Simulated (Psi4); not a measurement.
Psi4 input (wB97X-D/6-31G*):

```
memory 1500 MB

molecule {
0 2
O    -0.01575076    0.07347674    1.18707993
C    -0.00126433    1.11753845    0.36818709
C    -0.00843004   -1.04295283    0.36965169
C     0.01530910    0.78915281   -0.94253072
C     0.01032913   -0.65389182   -0.92716625
H    -0.01836279   -1.99159424    0.87398983
H     0.02892908    1.44704524   -1.79191591
H     0.01977666   -1.30234448   -1.78756417
symmetry c1
no_reorient
no_com
}

set {
  basis 6-31G*
  reference uks
  scf_type pk
  dft_radial_points 99
  dft_spherical_points 590
  e_convergence 1e-8
  d_convergence 1e-7
  maxiter 150
}

e = energy('wb97x-d')
print_out(f'\nFINAL {e:.10f} DIPOLE {variable("CURRENT DIPOLE")[0]:.6f} {variable("CURRENT DIPOLE")[1]:.6f} {variable("CURRENT DIPOLE")[2]:.6f}\n')
```

Output:

```
   => Loading Basis Set <=

    Name: 6-31G*
    Role: ORBITAL
    Keyword: BASIS
    atoms 1   entry O          line   145 file 6-31gs.gbs
    atoms 2-5 entry C          line   111 file 6-31gs.gbs
    atoms 6-8 entry H          line    44 file 6-31gs.gbs

   => WB97X-D: Empirical Dispersion <=

    Chai and Head-Gordon Dispersion Correction
    Chai, J.-D.; Head-Gordon, M. (2010), J. Chem. Phys., 132: 6615-6620

        s6 =       1.000000

         ---------------------------------------------------------
                                   SCF
               by Justin Turney, Rob Parrish, Andy Simmonett
                          and Daniel G. A. Smith
                              UKS Reference
         ---------------------------------------------------------

  ==> Geometry <==

    Molecular point group: c1
    Full point group: C1

    Geometry (in Angstrom), charge = 0, multiplicity = 2:

       Center              X                  Y                   Z               Mass
    ------------   -----------------  -----------------  -----------------  -----------------
         O           -0.015750760000     0.073476740000     1.187079930000    15.994914619570
         C           -0.001264330000     1.117538450000     0.368187090000    12.000000000000
         C           -0.008430040000    -1.042952830000     0.369651690000    12.000000000000
         C            0.015309100000     0.789152810000    -0.942530720000    12.000000000000
         C            0.010329130000    -0.653891820000    -0.927166250000    12.000000000000
         H           -0.018362790000    -1.991594240000     0.873989830000     1.007825032230
         H            0.028929080000     1.447045240000    -1.791915910000     1.007825032230
         H            0.019776660000    -1.302344480000    -1.787564170000     1.007825032230

  Running in c1 symmetry.

  Rotational constants: A =      0.35183  B =      0.30845  C =      0.16436 [cm^-1]
  Rotational constants: A =  10547.72513  B =   9247.15126  C =   4927.35634 [MHz]
  Nuclear repulsion =  152.494769910555391

  Charge       = 0
  Multiplicity = 2
  Electrons    = 35
  Nalpha       = 18
  Nbeta        = 17

  ==> Algorithm <==

  SCF Algorithm Type is PK.
  DIIS enabled.
  MOM disabled.
  Fractional occupation disabled.
  Guess Type is SAD.
  Energy threshold   = 1.00e-08
  Density threshold  = 1.00e-07
  Integral threshold = 1.00e-12

  ==> Primary Basis <==

  Basis Set: 6-31G*
    Blend: 6-31G*
    Number of shells: 36
    Number of basis functions: 81
    Number of Cartesian functions: 81
    Spherical Harmonics?: false
    Max angular momentum: 2

  ==> DFT Potential <==

   => LibXC <=

    Version 7.1.2
    S. Lehtola, C. Steigemann, M. J. T. Oliveira, and M. A. L. Marques,  SoftwareX 7, 1–5 (2018) (10.1016/j.softx.2017.11.002)

   => Composite Functional: WB97X-D <=

    wB97X-D Hyb-GGA Exchange-Correlation Functional

    J.-D. Chai and M. Head-Gordon,  Phys. Chem. Chem. Phys. 10, 6615–6620 (2008) (10.1039/B810189B)

    Deriv               =              1
    GGA                 =           TRUE
    Meta                =          FALSE

    Exchange Hybrid     =           TRUE
    MP2 Hybrid          =          FALSE

   => Exchange-Correlation Functionals <=

    1.0000   wB97X-D range-separated functional

   => Exact (HF) Exchange <=

    0.7780            HF,LR [omega = 0.2000]
    0.2220               HF

   => LibXC Density Thresholds  <==

    XC_HYB_GGA_XC_WB97X_D:  1.00E-14

   => Molecular Quadrature <=

    Radial Scheme          =       TREUTLER
    Pruning Scheme         =           NONE
    Nuclear Scheme         =       TREUTLER

    Blocking Scheme        =         OCTREE
    BS radius alpha        =              1
    Pruning alpha          =              1
    Radial Points          =             99
    Spherical Points       =            590
    Total Points           =         435299
    Total Blocks           =           3126
    Max Points             =            256
    Max Functions          =             81
    Weights Tolerance      =       1.00E-15

  ==> Integral Setup <==

  Using in-core PK algorithm.
   Calculation information:
      Number of atoms:                   8
      Number of AO shells:              36
      Number of primitives:             87
      Number of atomic orbitals:        81
      Number of basis functions:        81

      Integral cutoff                 1.00e-12
      Number of threads:                 1

  Performing in-core PK
  Using 16548543 doubles for integral storage.
  We computed 217516 shell quartets total.
  Whereas there are 222111 unique shell quartets.

  Computing range-separated integrals for PK
  We computed 217516 wK shell quartets total.
  Whereas there are 222111 wK unique shell quartets.

  ==> DiskJK: Disk-Based J/K Matrices <==

    J tasked:                  Yes
    K tasked:                  Yes
    wK tasked:                 Yes
    Omega:               2.000E-01
    Schwarz Cutoff:          1E-12


  Cached 50.0% of DFT collocation blocks in 0.458 [GiB].

  Minimum eigenvalue in the overlap matrix is 1.3614309989E-03.
  Reciprocal condition number of the overlap matrix is 1.7983278320E-04.
    Using symmetric orthogonalization.

  ==> Pre-Iterations <==

  SCF Guess: Superposition of Atomic Densities via on-the-fly atomic UHF (no occupation information).

   -------------------------
    Irrep   Nso     Nmo
   -------------------------
     A         81      81
   -------------------------
    Total      81      81
   -------------------------

  ==> Iterations <==

                        Total Energy        Delta E     RMS |[F,P]|

   @UKS iter SAD:  -228.80112317758795   -2.28801e+02   0.00000e+00
   @UKS iter   1:  -229.12697844711226   -3.25855e-01   5.78393e-03 DIIS/ADIIS
   @UKS iter   2:  -229.16611572081490   -3.91373e-02   4.83205e-03 DIIS/ADIIS
   @UKS iter   3:  -229.23817060388527   -7.20549e-02   9.45352e-04 DIIS/ADIIS
   @UKS iter   4:  -229.24094362879021   -2.77302e-03   3.51657e-04 DIIS/ADIIS
   @UKS iter   5:  -229.24134900566921   -4.05377e-04   1.45402e-04 DIIS/ADIIS
   @UKS iter   6:  -229.24145193956454   -1.02934e-04   5.44703e-05 DIIS
   @UKS iter   7:  -229.24149264851332   -4.07089e-05   3.04032e-05 DIIS
   @UKS iter   8:  -229.24152845200356   -3.58035e-05   1.23829e-05 DIIS
   @UKS iter   9:  -229.24153484013627   -6.38813e-06   5.29819e-06 DIIS
   @UKS iter  10:  -229.24153561986043   -7.79724e-07   3.54373e-06 DIIS
   @UKS iter  11:  -229.24153579048593   -1.70625e-07   1.43140e-06 DIIS
   @UKS iter  12:  -229.24153584766654   -5.71806e-08   5.74936e-07 DIIS
   @UKS iter  13:  -229.24153585750491   -9.83837e-09   1.97750e-07 DIIS
   @UKS iter  14:  -229.24153585835057   -8.45660e-10   9.69551e-08 DIIS
  Energy and wave function converged.

  ==> Post-Iterations <==

   Electrons on quadrature grid:
      Nalpha   =   17.9999998443 ; deviation = -1.557e-07
      Nbeta    =   16.9999998347 ; deviation = -1.653e-07
      Ntotal   =   34.9999996790 ; deviation = -3.210e-07

   @Spin Contamination Metric:   1.384793946E-02
   @S^2 Expected:                7.500000000E-01
   @S^2 Observed:                7.638479395E-01
   @S   Expected:                5.000000000E-01
   @S   Observed:                5.000000000E-01

    Orbital Energies [Eh]
    ---------------------

    Alpha Occupied:

       1A    -19.353643     2A    -10.379467     3A    -10.353229
       4A    -10.309483     5A    -10.307029     6A     -1.230043
       7A     -0.909870     8A     -0.845728     9A     -0.701271
      10A     -0.654687    11A     -0.623063    12A     -0.551112
      13A     -0.518037    14A     -0.494226    15A     -0.481411
      16A     -0.371314    17A     -0.365274    18A     -0.315897

    Alpha Virtual:

      19A      0.085854    20A      0.147224    21A      0.201228
      22A      0.230222    23A      0.250510    24A      0.266514
      25A      0.292512    26A      0.379921    27A      0.460975
      28A      0.506469    29A      0.590931    30A      0.610960
      31A      0.613712    32A      0.666570    33A      0.669534
      34A      0.675436    35A      0.688228    36A      0.699524
      37A      0.726412    38A      0.766899    39A      0.849222
      40A      0.904935    41A      0.935950    42A      0.974207
      43A      0.996042    44A      1.065722    45A      1.068682
      46A      1.106283    47A      1.172821    48A      1.217564
      49A      1.396845    50A      1.411016    51A      1.446001
      52A      1.468621    53A      1.495995    54A      1.620278
      55A      1.628644    56A      1.641600    57A      1.742172
      58A      1.912490    59A      1.993556    60A      2.047406
      61A      2.121922    62A      2.181234    63A      2.257616
      64A      2.298920    65A      2.306766    66A      2.350034
      67A      2.395306    68A      2.483635    69A      2.660147
      70A      2.677330    71A      2.704244    72A      2.765730
      73A      2.839042    74A      3.011293    75A      3.015030
      76A      3.183384    77A      4.030296    78A      4.187891
      79A      4.235702    80A      4.351287    81A      4.546448

    Beta Occupied:

       1A    -19.352430     2A    -10.365266     3A    -10.352920
       4A    -10.308569     5A    -10.306538     6A     -1.223346
       7A     -0.904157     8A     -0.829860     9A     -0.693530
      10A     -0.647478    11A     -0.605118    12A     -0.545339
      13A     -0.509596    14A     -0.488517    15A     -0.475656
      16A     -0.366651    17A     -0.303789

    Beta Virtual:

      18A     -0.036143    19A      0.099658    20A      0.156701
      21A      0.202792    22A      0.233447    23A      0.251884
      24A      0.272599    25A      0.305450    26A      0.384903
      27A      0.470073    28A      0.515664    29A      0.606962
      30A      0.618342    31A      0.627576    32A      0.671236
      33A      0.673690    34A      0.687918    35A      0.702825
      36A      0.712632    37A      0.735521    38A      0.769165
      39A      0.862789    40A      0.907994    41A      0.941723
      42A      0.978011    43A      0.999341    44A      1.066896
      45A      1.074778    46A      1.110603    47A      1.177163
      48A      1.220696    49A      1.405559    50A      1.424566
      51A      1.455064    52A      1.475269    53A      1.503304
      54A      1.628967    55A      1.632335    56A      1.674807
      57A      1.747506    58A      1.918108    59A      2.002853
      60A      2.066213    61A      2.129011    62A      2.201373
      63A      2.260371    64A      2.312404    65A      2.328360
      66A      2.361892    67A      2.405250    68A      2.501916
      69A      2.673882    70A      2.686232    71A      2.713032
      72A      2.786091    73A      2.844416    74A      3.015312
      75A      3.040546    76A      3.196275    77A      4.032699
      78A      4.219384    79A      4.245316    80A      4.371079
      81A      4.554404

    Final Occupation by Irrep:
              A
    DOCC [    17 ]
    SOCC [     1 ]
    NA   [    18 ]
    NB   [    17 ]

  @UKS Final Energy:  -229.24153585835057

   => Energetics <=

    Nuclear Repulsion Energy =            152.4947699105553909
    One-Electron Energy =                -611.7058432304963844
    Two-Electron Energy =                 251.6244298255722640
    DFT Exchange-Correlation Energy =     -21.6533254844779428
    Empirical Dispersion Energy =          -0.0015668795039390
    VV10 Nonlocal Energy =                  0.0000000000000000
    Total Energy =                       -229.2415358583505736

  UHF NO Occupations:
  HONO-2 :   16  A 1.9995448
  HONO-1 :   17  A 1.9939923
  HONO-0 :   18  A 1.0000000
  LUNO+0 :   19  A 0.0060077
  LUNO+1 :   20  A 0.0004552
  LUNO+2 :   21  A 0.0001957
  LUNO+3 :   22  A 0.0001487

Computation Completed

Properties will be evaluated at   0.000000,   0.000000,   0.000000 [a0]

Properties computed using the SCF density matrix

 Multipole Moments:

 ------------------------------------------------------------------------------------
     Multipole            Electronic (a.u.)      Nuclear  (a.u.)        Total (a.u.)
 ------------------------------------------------------------------------------------

 L = 1.  Multiply by 2.5417464519 to convert [e a0] to [Debye]
 Dipole X            :          0.0043311            0.0000001            0.0043312
 Dipole Y            :         -0.3555541            0.0000002           -0.3555539
 Dipole Z            :         -0.4087507            0.0000001           -0.4087506
 Magnitude           :                                                    0.5417697

 ------------------------------------------------------------------------------------

FINAL -229.2415358584 DIPOLE 0.004331 -0.355554 -0.408751

*** Psi4 exiting successfully. Buy a developer a beer!
```
